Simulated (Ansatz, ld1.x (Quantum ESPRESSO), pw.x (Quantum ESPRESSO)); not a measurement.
What a changed setting does to a pw.x run (bcc Pd)

Potential: PAW, ld1.x (Quantum ESPRESSO) 7.5, PBEsol; core [Ar] 3d10, reference 4s2 4p6 4d8 5s0 5p0; waves: 4s (bound): rcut 1.20, rcutus 1.35 bohr; 5s (bound, empty): rcut 1.20, rcutus 1.35 bohr; 4p (bound): rcut 1.35, rcutus 2.02 bohr; 5p (bound, empty): rcut 1.35, rcutus 2.02 bohr; 4d (bound): rcut 1.20, rcutus 1.60 bohr; 4d channel at -1.35 Ry: rcut 1.20, rcutus 1.60 bohr; local part: all-electron potential smoothed inside 1.30 bohr (lloc = -2); core correction: Bessel-smoothed model core inside 1.15 bohr; augmentation: BESSEL, radius 1.10 bohr.

The reference run (k-mesh 15³, cutoffs 85/680 Ry, Fermi–Dirac 0.01 Ry, mixing_beta 0.4, conv_thr 1e-9, no spin) gives -1.95 GPa at 14.707 Å³/atom, where all-electron LAPW gives -0.15 GPa. This run, with its own iteration cap, changes ecutrho/ecutwfc to 2.

```
&control
  calculation='scf', prefix='x', pseudo_dir='./', outdir='./tmp', tstress=.true., disk_io='none'
/
&system
  ibrav=0, nat=1, ntyp=1, ecutwfc=85, ecutrho=170, nbnd=17,
  occupations='smearing', smearing='fd', degauss=0.01
/
&electrons
  conv_thr=1e-09, mixing_beta=0.4, electron_maxstep=50
/
ATOMIC_SPECIES
Pd 1.0 Pd.UPF
CELL_PARAMETERS angstrom
  -1.54343390 1.54343390 1.54343390
  1.54343390 -1.54343390 1.54343390
  1.54343390 1.54343390 -1.54343390
ATOMIC_POSITIONS crystal
Pd 0.0000 0.0000 0.0000
K_POINTS automatic
15 15 15 0 0 0
```

```bash
pw.x < Pd.scf.in > Pd.scf.out
```

**Question.** How does the run end?

**Answer.** It converges in 11 iterations; the free energy moves by -3.7 meV/atom and the pressure by -0.03 GPa. Below 4 the density is truncated and F is no longer variational, so a small shift in one case is no licence.

```
Message from routine set_cutoff:
     ecutrho < 4*ecutwfc, are you sure?
     Message from routine setup:
     using ibrav=0 with symmetry is DISCOURAGED, use correct ibrav instead
     lattice parameter (alat)  =       5.0518  a.u.
     unit-cell volume          =      99.2478 (a.u.)^3
     number of electrons       =        18.00
     number of Kohn-Sham states=           17
     kinetic-energy cutoff     =      85.0000  Ry
     charge density cutoff     =     170.0000  Ry
     scf convergence threshold =      1.0E-09
     Exchange-correlation= SLA  PW   PSX  PSC
     number of k points=   120  Fermi-Dirac smearing, width (Ry)=  0.0100
     iteration #  1     ecut=    85.00 Ry     beta= 0.40
     total energy              =    -504.80279869 Ry
     estimated scf accuracy    <      11.58867394 Ry
     iteration #  2     ecut=    85.00 Ry     beta= 0.40
     total energy              =    -507.06885390 Ry
     estimated scf accuracy    <       0.08159956 Ry
     iteration #  3     ecut=    85.00 Ry     beta= 0.40
     total energy              =    -507.08578365 Ry
     estimated scf accuracy    <       0.01137361 Ry
     [... 5 iterations left out ...]
     iteration #  9     ecut=    85.00 Ry     beta= 0.40
     total energy              =    -507.13039277 Ry
     estimated scf accuracy    <       0.00000080 Ry
     iteration # 10     ecut=    85.00 Ry     beta= 0.40
     total energy              =    -507.13039330 Ry
     estimated scf accuracy    <       0.00000009 Ry
     iteration # 11     ecut=    85.00 Ry     beta= 0.40
     the Fermi energy is    18.8085 ev
!    total energy              =    -507.13039333 Ry
     estimated scf accuracy    <          7.5E-11 Ry
     smearing contrib. (-TS)   =      -0.00530994 Ry
     convergence has been achieved in  11 iterations
          total   stress  (Ry/bohr**3)                   (kbar)     P=      -19.79
     Message from routine punch:
     Nothing written, as per user request (disk_io='none')
```

The run took about 19 s on one core of a shared server CPU.
